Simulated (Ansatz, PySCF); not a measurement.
This Ansatz (a first-principles code) input computes a CCSD(T)/cc-pVDZ energy:

Ansatz 0.2 input:
```yaml
crystal:
  periodic: [false, false, false]
  atoms:
    - {symbol: F, position_ang: [-0.00000000, -0.00000000, -0.69824324]}
    - {symbol: F, position_ang: [0.00000000, 0.00000000, 0.69824324]}
basis:
  gaussian:
    orbitals: cc-pVDZ
magnetization: {spin_polarized: false}
correlation: {method: ccsd_t, electrons: outside_noble_gas}
```

### Question
Write an input for the same energy in PySCF and say what it gives.

### Answer

```python
from pyscf import gto, scf, mp, cc as ccmod

mol = gto.M(
    atom='''
    F    -0.00000000   -0.00000000   -0.69824324
    F     0.00000000    0.00000000    0.69824324
    ''',
    basis='cc-pvdz',
    charge=0,
    spin=0,
    verbose=4,
)

mf = scf.RHF(mol)
mf.conv_tol = 1e-10
mf.max_cycle = 100
mf.kernel()
mp2 = mp.MP2(mf, frozen=2).run()
cc = ccmod.CCSD(mf, frozen=2)
cc.max_cycle = 100
cc.kernel()
et = cc.ccsd_t()
print(f'E(CCSD(T)) = {cc.e_tot + et:.9f}')
```
It gives -199.09668 Eh, and Ansatz -199.09668 Eh, a difference of 0.00 mEh.
